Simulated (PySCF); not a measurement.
**Do core-level shifts follow atomic charges?**

2-methoxypropene, C₄H₈O.
SMILES with atom numbers: `[CH2:1]=[C:2]([CH3:3])[O:4][CH3:5]`

Binding energies: delta-SCF UKS SCAN, pcX-2 on the ionised atom, pcseg-1 elsewhere, spin-free X2C (PySCF 2.14.0). Charges: PBE0/pcSseg-1 ground-state density, for the ionised atom.

```csv
atom,environment,C 1s (eV),Mulliken (e),IAO (e),Hirshfeld (e),ESP (e)
C1,terminal =CH2 carbon,289.55,-0.243,-0.445,-0.171,-0.818
C3,allylic carbon,290.84,-0.203,-0.422,-0.120,-0.696
C2,vinylic carbon bearing oxygen,291.99,-0.009,+0.221,+0.078,+0.590
C5,methoxy carbon,292.41,-0.048,-0.200,-0.032,-0.147
```

Problem. Give the correlation coefficient and slope of binding energy on charge for each scheme.

Solution. Mulliken: r = 0.92, slope 10.4 eV per e; Hirshfeld: r = 0.83, slope 9.7 eV per e; ESP: r = 0.76, slope 1.5 eV per e; IAO: r = 0.69, slope 2.8 eV per e. Mulliken charges have the highest r, on only 4 points.

Problem. The point-charge model writes a binding energy as kq + V + constant, with V the potential of the other atoms' charges at the site. What does it give with the ESP charges?

Solution. V = Σ 14.40 eV Å × q/r over all other atoms: +10.37 eV at C1, +9.44 eV at C3, -10.88 eV at C2, +1.89 eV at C5. Fitting binding energy − V to q gives k = 16.8 eV per e and leaves an rms residual of 0.06 eV, against 0.72 eV for the fit on q alone. The model has no term for differences in relaxation between sites.

The unrestricted hole states depart most from a pure doublet (⟨S²⟩ = 0.75; over 0.85 named) for C 1s of C2 (0.86), which makes this value less certain. One conformer (not necessarily the lowest) at the PBE0-D3(BJ)/def2-SVP geometry, without solvent, vibrations or thermal averaging.

Shape of the structure used: `[CH2:1]=[C:2]([CH3:3])[O:4][CH3:5]`: C1–C2–O4–C5 0°.
